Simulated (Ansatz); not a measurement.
The pair A = H2O (SMILES O) (first 3 atoms), B = H2O (SMILES O); geometry from S66by8 set.
(charge 0, multiplicity 1):
```json
[
 {"atom": "O", "x (Å)": "-1.5244", "y (Å)": "-0.0436", "z (Å)": "0.0049"},
 {"atom": "H", "x (Å)": "-1.8444", "y (Å)": "0.8592", "z (Å)": "-0.0166"},
 {"atom": "H", "x (Å)": "-0.5647", "y (Å)": "0.0546", "z (Å)": "0.0001"},
 {"atom": "O", "x (Å)": "1.4467", "y (Å)": "0.0388", "z (Å)": "-0.0046"},
 {"atom": "H", "x (Å)": "1.8233", "y (Å)": "-0.3996", "z (Å)": "0.7616"},
 {"atom": "H", "x (Å)": "1.8190", "y (Å)": "-0.4374", "z (Å)": "-0.7500"}
]
```

Frozen-core correlation. MP2 and its Hartree–Fock in aug-cc-pVQZ are density fitted.

Codes used: Ansatz (an electronic-structure program). Values without a source in brackets are computed.

The counterpoise-corrected interaction energy is E(AB) − E(A in the pair's basis) − E(B in the pair's basis). Total energies (hartree):

| level | AB | A in the pair's basis | B in the pair's basis |
|---|---|---|---|
| HF/aug-cc-pVTZ | -152.1266615 | -76.0602571 | -76.0604677 |
| MP2/aug-cc-pVTZ | -152.6661137 | -76.3292557 | -76.3293842 |
| HF/aug-cc-pVQZ | -152.1373786 | -76.0655927 | -76.0658014 |
| MP2/aug-cc-pVQZ | -152.7116704 | -76.3519152 | -76.3520533 |
| CCSD(T)/aug-cc-pVTZ | -152.6928409 | -76.3425889 | -76.3427173 |

Question: Work out the counterpoise-corrected interaction energy at the basis-set limit: extrapolate the MP2 correlation part as X⁻³, take Hartree–Fock from the larger set, and add the CCSD(T) − MP2 difference of aug-cc-pVTZ.

Answer: 
1. Differences (1 hartree = 627.509 kcal/mol): HF/aug-cc-pVTZ -3.725; MP2/aug-cc-pVTZ -4.690; HF/aug-cc-pVQZ -3.755; MP2/aug-cc-pVQZ -4.833; CCSD(T)/aug-cc-pVTZ -4.728.
2. Correlation parts, MP2 less HF: -0.964 in aug-cc-pVTZ (X = 3), -1.078 in aug-cc-pVQZ (X = 4).
3. Limit (4³·(-1.078) − 3³·(-0.964))/(4³ − 3³) = -1.160; with HF/aug-cc-pVQZ it gives -4.916.
4. CCSD(T) less MP2 in aug-cc-pVTZ: -0.038.
Result: -4.95 kcal/mol, against -4.69 at MP2/aug-cc-pVTZ. It is an estimate of this method's limit, not of the exact value.
